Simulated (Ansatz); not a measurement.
in.yaml

```yaml
crystal:
  periodic: [false, false, false]
  atoms:
    - {symbol: B, position_ang: [0.000000, 0.000000, 0.859982]}
    - {symbol: N, position_ang: [0.000000, 0.000000, -0.511503]}
    - {symbol: H, position_ang: [0.000000, 0.850874, -1.057997]}
    - {symbol: H, position_ang: [0.000000, -0.850874, -1.057997]}
basis:
  gaussian: {orbitals: 6-31G}
correlation: {method: fic_mrcisd_q, electrons: outside_noble_gas, active_space: {window: {electrons: 10, orbitals: 10}, shells: [{species: B, l: s, shell: 2}, {species: B, l: p, shell: 2}, {species: H, l: s, shell: 1}, {species: "N", l: s, shell: 2}, {species: "N", l: p, shell: 2}]}}
```

```sh
$ ansatz run in.yaml --threads 2 --pin off --events-out ev --progress --plain --max-ram 16896MiB --backend cuda --devices 0, --max-vram 18GiB
```

Log:

```
517 factors; integrals over basis functions are off by at most 1.3e-7 eV
mean field evaluation 1: about -2181.1691 eV, gradient 2.5e1 eV
mean field evaluation 2: about -2181.1685 eV, gradient 2.5e1 eV
mean field evaluation 4: about -2182.6034 eV, gradient 1.9e0 eV
mean field evaluation 8: about -2182.6190 eV, gradient 3.6e-4 eV
mean field -2182.61897785 eV, -80.2097680038 hartree, gradient 2.8e-6 eV, S^2 0.000000; 0 other end points of the search recorded, 0 dependent functions left out; unrestricted orbitals would lower it
reference -2182.61897785 eV, -80.2097680038 hartree; 7, 7 occupied and 15, 15 virtual orbitals, 517 factors
state -2186.10500007 eV, -80.3378769572 hartree
contracted CI cycle   1: correlation 0.00000000 eV, 0.0000000000 hartree, residual 8.41e0 eV
contracted CI cycle   2: correlation -1.14983887 eV, -0.0422557992 hartree, residual 2.11e0 eV
contracted CI cycle   3: correlation -1.23266692 eV, -0.0452996739 hartree, residual 6.20e-1 eV
contracted CI cycle   4: correlation -1.24071751 eV, -0.0455955273 hartree, residual 2.40e-1 eV
contracted CI cycle   5: correlation -1.24171615 eV, -0.0456322267 hartree, residual 7.21e-2 eV
contracted CI cycle   6: correlation -1.24181378 eV, -0.0456358147 hartree, residual 2.40e-2 eV
contracted CI cycle   7: correlation -1.24182304 eV, -0.0456361549 hartree, residual 6.62e-3 eV
contracted CI cycle   8: correlation -1.24182373 eV, -0.0456361804 hartree, residual 1.98e-3 eV
contracted CI cycle   9: correlation -1.24182379 eV, -0.0456361827 hartree, residual 5.52e-4 eV
state -2186.10500007 eV, -80.3378769572 hartree; corrected -2187.37973483 eV, -80.3847225959 hartree
Total energy: -2187.37973483 eV, -80.3847225959 hartree
Checks for a lower state left out: starts, orbital_swaps
```

For the same geometry and basis full CI lies 65.5 meV lower.

Ran on 2 threads of AMD EPYC 7R13 with a shared H100 80 GB, shared host: 13 s wall, 0.88 GiB peak host memory.
